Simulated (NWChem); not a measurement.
Program: NWChem. System: hydrogen cyanide (CHN), charge 0, spin multiplicity 1, at a geometry optimised with PBE/def2-SVP. Level: B3LYP/Sadlej pVTZ, VWN1-RPA local correlation.

NWChem printed:

```
             Northwest Computational Chemistry Package (NWChem) 7.3.0
             --------------------------------------------------------

                                NWChem Input Module
                                -------------------

 Scaling coordinates for geometry "geometry" by  1.889725989
 (inverse scale =  0.529177249)

 Turning off AUTOSYM since
 SYMMETRY directive was detected!

                             Geometry "geometry" -> ""
                             -------------------------

 Output coordinates in angstroms (scale by  1.889725989 to convert to a.u.)

  No.       Tag          Charge          X              Y              Z
 ---- ---------------- ---------- -------------- -------------- --------------
    1 C                    6.0000     0.00000000     0.00000000    -0.50597000
    2 N                    7.0000     0.00000000     0.00000000     0.66127700
    3 H                    1.0000     0.00000000     0.00000000    -1.59311700

 Effective nuclear repulsion energy (a.u.)      23.6045764770

            Nuclear Dipole moment (a.u.)
            ----------------------------
        X                 Y               Z
 ---------------- ---------------- ----------------
     0.0000000000     0.0000000000     0.0000037795

      Symmetry information
      --------------------

 Group name             C2v
 Group number             16
 Group order               4
 No. of unique centers     3

      Symmetry unique atoms

     1    2    3


 Summary of "ao basis" -> "" (spherical)
 ------------------------------------------------------------------------------
       Tag                 Description            Shells   Functions and Types
 ---------------- ------------------------------  ------  ---------------------
 *                        sadlej_pvtz                 on all atoms

                              NWChem Property Module
                              ----------------------

                                 NWChem DFT Module
                                 -----------------

 Summary of "ao basis" -> "ao basis" (spherical)
 ------------------------------------------------------------------------------
       Tag                 Description            Shells   Functions and Types
 ---------------- ------------------------------  ------  ---------------------
 C                        sadlej pvtz               10       24   5s3p2d
 N                        sadlej pvtz               10       24   5s3p2d
[...]
     L   x y z        total         alpha         beta         nuclear
     -   - - -        -----         -----         ----         -------
     0   0 0 0     -0.000000     -7.000000     -7.000000     14.000000

     1   1 0 0     -0.000000     -0.000000     -0.000000      0.000000
     1   0 1 0      0.000000      0.000000      0.000000      0.000000
     1   0 0 1     -1.197811     -0.598907     -0.598907      0.000004

     2   2 0 0     -8.819925     -4.409963     -4.409963      0.000000
     2   1 1 0     -0.000000     -0.000000     -0.000000      0.000000
     2   1 0 1      0.000000      0.000000      0.000000      0.000000
     2   0 2 0     -8.819925     -4.409963     -4.409963      0.000000
     2   0 1 1     -0.000000     -0.000000     -0.000000      0.000000
     2   0 0 2     -7.356986    -16.418383    -16.418383     25.479781

 *** CALLING NEW AORESP DRIVER FOR CLOSED AND OPEN SHELLS ***
 Entering AOResponse driver routine

--------------------------------------------------------------------------------

          ****************
          *** RESPONSE ***
          ****************

 Response module for NWChem and dynamic CPKS solver

          -----------------------------------------------
          Solving response equations for perturbing field
          -----------------------------------------------

 number of frequencies:     1
 frequency in a.u.:  0.4280000E-01
 Perturbing field: electric
 Using El. Dipole Length Gauge

 Setting up CPKS with frequency omega =      0.04280000 a.u.

                            NWChem Dynamic CPHF Module
                            --------------------------

    scftype = RHF
    nclosed =    7
      nopen =    0
  variables =      700
  num. vecs =        3
  tolerance =   1.0D-04
  max. iter =   50

  int2e_file: Failed to allocate cache ... halving
 SCF residual:    6.5245559271372589E-004

Iterative solution of linear equations
  No. of variables      700
  No. of equations        3
  Maximum subspace       30
       Convergence  1.0D-04

 ga_lkain filestub:cphf_sol
 ga_lkain filesoln:./mol.cphf_sol

   iter   nsub   residual    time
   ----  ------  --------  ---------
     1      3    9.00D+00       5.4
     2      6    3.28D+00       9.5
     3      9    8.15D-02      13.9
     4     12    2.30D-02      18.8
     5     15    2.65D-03      24.0
     6     18    3.95D-04      28.3
     7     21    8.55D-05      32.7

 Electric Dipole Response Matrix (nonzero elements):

              1        2        3
    1   14.4970   0.0000  -0.0000
    2    0.0000  14.4970   0.0000
    3   -0.0000   0.0000  24.1403

 ------------------------------------------
 average:        17.71143 + I       0.00000

 DFT Linear Response polarizability / au
 Frequency  =       0.0428000 / au
 Wavelength =    1064.5643224 / nm
              X              Y              Z
 -----------------------------------------------
 X      14.4970075      0.0000000     -0.0000000
 Y       0.0000000     14.4970075      0.0000000
 Z      -0.0000000      0.0000000     24.1402868
 -----------------------------------------------
 Eigenvalues =      14.4970075     14.4970074     24.1402868
 Isotropic   =      17.7114339
 Anisotropic =       9.6432793
 -----------------------------------------------

 Magnetic Dipole Response Matrix (nonzero elements):
 Optical rotation tensor Beta

              1        2        3
    1    0.0000   2.4034   0.0000
    2   -2.4034  -0.0000   0.0000
    3   -0.0000   0.0000   0.0000

 ------------------------------------------
 average:        -0.00000 + I       0.00000

 Exiting AOResponse driver routine

          -------------
          Dipole Moment
          -------------

 Center of charge (in au) is the expansion point
         X =       0.0000000 Y =       0.0000000 Z =       0.0000003

   Dipole moment        1.1978109810 A.U.
             DMX       -0.0000000024 DMXEFC        0.0000000000
             DMY        0.0000000031 DMYEFC        0.0000000000
             DMZ       -1.1978109810 DMZEFC        0.0000000000
   -EFC- dipole         0.0000000000 A.U.
   Total dipole         1.1978109810 A.U.

   Dipole moment        3.0445548427 Debye(s)
             DMX       -0.0000000060 DMXEFC        0.0000000000
             DMY        0.0000000078 DMYEFC        0.0000000000
             DMZ       -3.0445548427 DMZEFC        0.0000000000
   -EFC- dipole         0.0000000000 DEBYE(S)
   Total dipole         3.0445548427 DEBYE(S)

 1 a.u. = 2.541766 Debyes

 Task  times  cpu:       32.7s     wall:       32.7s

 Total times  cpu:       32.7s     wall:       32.7s
```

Q: Write an NWChem input that would produce this output.

A: Several could match; the one computed here: 
```
start mol
memory heap 200 mb stack 800 mb global 1000 mb
geometry units angstroms nocenter noautoz
  C      0.000000     0.000000    -0.505970
  N      0.000000     0.000000     0.661277
  H      0.000000     0.000000    -1.593117
  symmetry group C2v
end
basis spherical
  * library sadlej_pvtz
end
dft
  xc b3lyp
  semidirect memsize 60000000 filesize 0
  iterations 100
end
property
  dipole
  response 1 0.0428
end
task dft property
```
